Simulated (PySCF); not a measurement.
## Ionisation energy of Mg by level of theory

Mg [Ne] 3s2 (1S) → Mg⁺ [Ne] 3s1 (2S), as a difference of total energies. Computed with PySCF 2.14 in 6-31G* (4s3p1d, 18 functions), with the non-relativistic Hamiltonian (point nucleus). Correlated levels: valence: [Ne] frozen. The calculations carry no spin-orbit coupling.

```tsv
method	ionisation energy (eV)	error (eV)
UHF	6.614	-1.032
MN15	7.599	-0.047
BP86	7.731	+0.085
MP2 (valence)	7.201	-0.445
SCS-MP2 (valence)	7.318	-0.328
CCSD (valence)	7.516	-0.130
```

Reference: 7.646 eV (measured; NIST Atomic Spectra Database, ionization energies).

Errors of the correlated levels include the incompleteness of this basis and the frozen core.

With two correlated electrons CCSD is exact in that space.
